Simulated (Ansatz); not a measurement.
How far each method lies from RCCSDT(Q) for H$_{3}$Si–CH, singlet

Geometry: displaced at random from a stationary point.

```yaml
atoms:
  - { symbol: Si, position_ang: [0.0034, 0.0350, 0.5344] }
  - { symbol: C, position_ang: [0.0026, -0.1432, -1.3375] }
  - { symbol: H, position_ang: [0.0506, 1.3959, 1.1814] }
  - { symbol: H, position_ang: [1.1631, -0.7504, 0.9111] }
  - { symbol: H, position_ang: [-1.3099, -0.7342, 0.8596] }
  - { symbol: H, position_ang: [-0.0309, 0.8205, -1.9048] }
```

Basis cc-pVDZ; Ansatz 0.2.0. Correlated methods freeze the noble-gas cores, which leaves 12 electrons in 46 orbitals. Prefix R: restricted or restricted open-shell reference; prefix U: unrestricted. Active spaces: frontier = (8e, 8o) about the gap.

Full CI isn't at hand for all of this; RCCSDT(Q) serves as the reference, and is uncertain by about the last step of the cluster series. The frozen core follows each run's orbitals, which can shift R against U totals by a few meV.

Unrestricted rows (U) aren't spin-pure: their determinants' ⟨S²⟩ exceeds S(S+1) by up to 0.82, so they mix in states of higher spin.

The UHF ⟨S²⟩ is 0.825, the T1 diagnostic (RCCSD) is 0.0158 and the largest doubles amplitude (RCCSD) is 0.113.

```csv
level,E − E(RHF) (eV)
UHF,-0.6318
RMP2,-5.6698
UMP2,-5.9286
RCCSD,-6.9826
UCCSD*,-7.1923
RCCSD(T),-7.1692
UCCSD(T)*,-7.3767
```

(1) Estimate how far RCCSDT(Q) in cc-pVDZ lies from RCCSD(T). The table doesn't fix it; the size of (T) and the diagnostics are the guide.

(1) RCCSDT(Q) in cc-pVDZ lies 5.1 kJ/mol below RCCSD(T), which is 29 % of the (T) step (-18.0 kJ/mol). RHF is unstable towards spin polarisation, and the rest is a large part of (T). The miss exceeds 1 kcal/mol.

The other levels:

| level | E − E(RCCSDT(Q)) (kJ/mol) | share of correlation (%) | wall time |
| --- | --- | --- | --- |
| CISD | 83.8 | 87.98 | 6 s |
| BCCD(T) | 5.0 | 99.28 | 6 s |
| RCCSDT | 1.1 | 99.84 | – |
| UCCSDT | 1.9 | 99.73 | – |
| UCCSDT(Q) | -0.1 | 100.01 | 6.9 min |
| CASSCF (frontier space) | 508.0 | 27.10 | – |
| NEVPT2 (frontier space) | 131.6 | 81.11 | 26 s |
| MRCISD (frontier space) | 44.3 | 93.65 | – |
| MRCISD+Q (frontier space) | 4.3 | 99.38 | 39 s |

An asterisk marks runs whose energy the program itself flagged as in doubt.

The correlation energy at RCCSDT(Q), counted from RHF, is -7.223 eV. That run took 81 s on 1 thread of Intel Xeon, shared host.

Times hold each run's SCF and search for its determinant on a shared host, so for small cases they say little of a method's own cost; they ran on 1 thread of Intel Xeon.
